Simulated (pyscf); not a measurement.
Homolytic dissociation enthalpies at 298 K of Ge–O, O–Si, O–Sn bonds in 8 gas-phase molecules, in kJ/mol. Structures and frequencies: ωB97X-D3(BJ)/def2-SVP in PySCF. MP2 and CC: frozen core, UHF for open shells. ΔMP2 is the change of the MP2 total energy from the triple- to the quadruple-zeta basis. Both columns use the same structures and thermal terms. Rows were drawn at random from the closed-shell molecules with such a bond whose radicals are computed, keep their shape and have no isomer in the data more than 5 kcal/mol lower.

| row | molecule | radicals | PBE/def2-TZVP | CCSD(T)/def2-TZVPP + ΔMP2(QZVPP) |
|---|---|---|---|---|
| 1 | HO–Ge(F)(F)–F | OH• + F–Ge•(F)–F | 423.9 | 460.8 |
| 2 | H₂B–O–SnH₃ | H₂B–O• + SnH₃• | 274.9 | 328.5 |
| 3 | H₂B–O–GeH₃ | H₂B–O• + GeH₃• | 312.1 | 365.7 |
| 4 | HO–SiH(OH)–OH | OH• + HO–SiH•–OH | 544.7 | 570.1 |
| 5 | HO–Si(OH)(OH)–Cl | OH• + HO–Si•(OH)–Cl | 540.8 | 569.7 |
| 6 | H₂N–SiH₂–OH | H₂N–SiH₂• + OH• | 516.5 | 537.7 |
| 7 | HO–GeH₂–Cl | OH• + Cl–GeH₂• | 425.2 | ? |
| 8 | HO–SiH(Cl)–Cl | OH• + Cl–SiH•–Cl | 522.3 | 545.7 |

Question: Fit a line that carries the PBE values to the last column and predict row 7.

Answer: In the 7 complete rows the last column lies 21.2 to 53.6 kJ/mol from PBE (mean 34.7, median 28.9). Least squares gives y = 88.5 + 0.88·x with residuals of 3.3 kJ/mol (root mean square). For row 7: 88.5 + 0.88 × 425.2 = 462.7 kJ/mol. The computed value is 441.3 kJ/mol, 21.4 under the line. The CCSD(T) − MP2 part came from Ansatz, without density fitting, on the same reference. The frozen core leaves the outer d or s,p core shells of the metals and heavy elements correlated in the MP2 and CC values, and def2-TZVPP describes them poorly, which can shift differences by a few kcal/mol. Left out: the spin-orbit lowering of OH. Elements up to Kr have no core potential and no relativistic terms here. Elements past Kr carry the def2 core potentials, without spin-orbit coupling.
